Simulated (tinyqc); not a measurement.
Hueckel theory of the pi electrons, for the molecule C=C[CH2+] (SMILES; centres numbered as the heavy atoms are written), step by step. One step of it, computed by the program tinyqc.

Problem. Energy, charges, bond orders. E = sum n x; q_r = z_r - P_rr; bond order p = P_rs; free valence = sqrt(3) - sum of p over the bonds of the atom.

x values: 1.414214  0.000000  -1.414214

occupations: 2.000000  0.000000  0.000000

charge and bond-order matrix P:
```
          1C        2C        3C
1C  0.500000  0.707107  0.500000
2C  0.707107  1.000000  0.707107
3C  0.500000  0.707107  0.500000
```

Centres:
```
centre  z_r, pi electrons of the neutral centre         h
1C                                            1  0.000000
2C                                            1  0.000000
3C                                            1  0.000000
```

Bonds:
```
i  j  k
1  2  1
2  3  1
```

Give: pi energy = 2 alpha + this times beta; pi charges; Bond orders and lengths from R = 1.517 - 0.180 p; free valence of the carbons; gap between the highest filled and the next level.

Solution.

pi energy = 2 alpha + this times beta = 2.8284

pi charges: 1C 0.5000, 2C 0.0000, 3C 0.5000

Bond orders and lengths from R = 1.517 - 0.180 p (angstrom, C-C alone):
```
bond       p       R
1-2   0.7071  1.3897
2-3   0.7071  1.3897
```

free valence of the carbons: 1C 1.0249, 2C 0.3178, 3C 1.0249

gap between the highest filled and the next level = 1.4142 |beta|
